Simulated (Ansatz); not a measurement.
# BP+ (quartet): the correlation ladder at distance B1–P2 = 6.360 Å, cc-pVDZ

How much of the correlation energy of BP+ (quartet) does each wave-function method recover here?

The runs use Ansatz 0.2.0, Gaussian basis; cc-pVDZ, core rule «outside noble gas», up to 6 orbitals frozen.

Plan: UHF; CCSD(T) on ROHF; CCSD(T) on UHF; BCCD(T) on ROHF; CISD as a restricted active space (open shells left free, so some higher excitations enter); CCSDT(Q) on ROHF; CCSDT(Q) on UHF; CASSCF and MRCISD+Q, 5 electrons in 5 orbitals; CASSCF and NEVPT2, 5 electrons in 5 orbitals; CASSCF and MRCISD+Q, 7 electrons in 8 orbitals; CASSCF and NEVPT4(SD), 7 electrons in 8 orbitals; CASSCF and NEVPT2, 7 electrons in 8 orbitals; Full CI.

15 further runs of the same task are left out: 9 that didn't finish, 6 set aside as unsound or not needed. Runs told in other sessions of the task aren't counted.

### 1 The geometry

The geometry derives from a PBE0/def2-TZVP stationary point (not a proven minimum). One bond is set to the value named and the two fragments are kept rigid.

2 atoms, charge 1, spin multiplicity 4.

Atoms are counted from 1 here; the program's logs count them from 0.

No contacts short enough for the rule that draws bonds.

### 2 UHF

Contents of in.yaml:

```yaml
crystal:
  periodic: [false, false, false]
  atoms:
    - {symbol: B, position_ang: [0.000000, 0.000000, 0.000000]}
    - {symbol: P, position_ang: [0.000000, 0.000000, 6.360000]}
basis:
  gaussian: {orbitals: cc-pVDZ}
total_charge: 1
magnetization: {spin_polarized: true, initial_magnetization: 3}
hamiltonian: {xc: hf}
output: {orbitals: {seedname: orbitals}}
```

On the command line:

```console
$ ansatz run in.yaml --threads 1 --pin off --events-out ev --progress --plain --max-ram 2393MiB
```

The runs that follow: CCSD(T) on ROHF; CCSD(T) on UHF; BCCD(T) on ROHF; CISD as a restricted active space (open shells left free, so some higher excitations enter); CCSDT(Q) on ROHF; CCSDT(Q) on UHF; CASSCF and MRCISD+Q, 5 electrons in 5 orbitals; CASSCF and NEVPT2, 5 electrons in 5 orbitals; CASSCF and MRCISD+Q, 7 electrons in 8 orbitals; CASSCF and NEVPT4(SD), 7 electrons in 8 orbitals; CASSCF and NEVPT2, 7 electrons in 8 orbitals; Full CI.

Q: Predict the results of all the runs planned. Wanted: FCI from the RHF energy; RMP2 from FCI; UMP2 from FCI; RCCSD from FCI; RCCSD(T) from FCI; UCCSD(T) from FCI; RCCSDT(Q) from FCI; UCCSDT(Q) from FCI; NEVPT2 pair from FCI.

As calculated:

| quantity | value |
| --- | --- |
| FCI from the ROHF energy | -3.8419 eV |
| RMP2 from FCI | +1230.1 meV |
| UMP2 from FCI | +1228.8 meV |
| RCCSD from FCI | +37.5 meV |
| RCCSD(T) from FCI | +9.9 meV |
| UCCSD(T) from FCI | +9.8 meV |
| RCCSDT(Q) from FCI | +0.4 meV |
| UCCSDT(Q) from FCI | +0.2 meV |
| NEVPT2 pair from FCI | +1087.5 meV |
| MRCISD+Q pair from FCI | -62.9 meV |
| NEVPT2 valence from FCI | +512.0 meV |
| levels within 1 kcal/mol (43 meV) | RCCSD, UCCSD, RCCSD(T), UCCSD(T), BCCD(T), RCCSDT, UCCSDT, RCCSDT(Q), UCCSDT(Q), NEVPT4(SD) valence |
| T1 diagnostic | 0.007 |
| effectively unpaired electrons | 3.13 |

**Reading.** RCCSD(T) lands +9.9 meV from the yardstick (0.3 % of the correlation energy). MRCISD+Q pair, NEVPT4(SD) valence, MRCISD+Q valence fall below full CI, which methods that aren't variational can do. One determinant dominates. Of the multireference levels listed NEVPT4(SD) valence comes nearest in total energy (-18.7 meV), which doesn't show that its space is the better one. These misses are within one basis, not against nature; the frozen cores of restricted and unrestricted runs differ, which can shift their rows.

Levels on UHF freeze UHF's core orbitals, full CI those of ROHF, so the U rows can settle a little off it for that reason alone.

With open shells the CI space here admits some higher excitations, so it is larger than plain CISD.
